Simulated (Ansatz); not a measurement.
SiSe2 (Ibam, No. 72), treated with PBE-D4 (Ansatz, a program for electronic structure, PAW).

Settings: plane-wave cutoff 500 eV, 10×10×10 k mesh, gaussian smearing 0.02 eV, scalar-relativistic PAW data made under PBE.

Computed at the level's own relaxed cell.

Estimate the equilibrium volume per atom and band gap that the calculation returns.


- equilibrium volume per atom = 26.82 Å³/atom
- band gap = 1.45 eV (on the SCF k mesh)

Note: the volume lies 5 % below that of the published cell.

Spin–orbit coupling is not included.

Static lattice: no zero-point or thermal effects.

Computing time: about 5 core-minutes (a rough figure).
